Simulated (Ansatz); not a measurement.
Ansatz (a quantum-chemistry and plane-wave program) input (PBE0/6-31G*):

Ansatz 0.2 input:
```yaml
crystal:
  periodic: [false, false, false]
  atoms:
    - {symbol: O, position_ang: [-0.00000000, -0.00000000, -1.68048500]}
    - {symbol: C, position_ang: [-0.00000000, -0.00000000, -0.52503293]}
    - {symbol: S, position_ang: [0.00000000, 0.00000000, 1.03712985]}
basis:
  gaussian:
    orbitals: 6-31G*
hamiltonian:
  xc: {name: PBE0}
```

Output:

```
Functional definition: PBE0
integrals: 0.01 GiB planned
442 factors; integrals over basis functions are off by at most 4.4e-4 eV
mean field: 0.11 GiB planned
mean field evaluation 1: about -13910.1231 eV, gradient 3.2e1 eV
mean field evaluation 2: about -13901.1735 eV, gradient 7.5e1 eV
mean field evaluation 4: about -13912.0062 eV, gradient 1.1e0 eV
mean field evaluation 8: about -13912.0122 eV, gradient 2.3e-2 eV
mean field -13912.01224174 eV, -511.2570199832 hartree, gradient 7.1e-5 eV, S^2 0.000000; 0 other end points of the search recorded, 0 dependent functions left out
reference -13912.01225677 eV, -511.2570205356 hartree; 15, 15 occupied and 34, 34 virtual orbitals, 442 factors
Total energy: -13912.01225677 eV, -511.2570205356 hartree
```
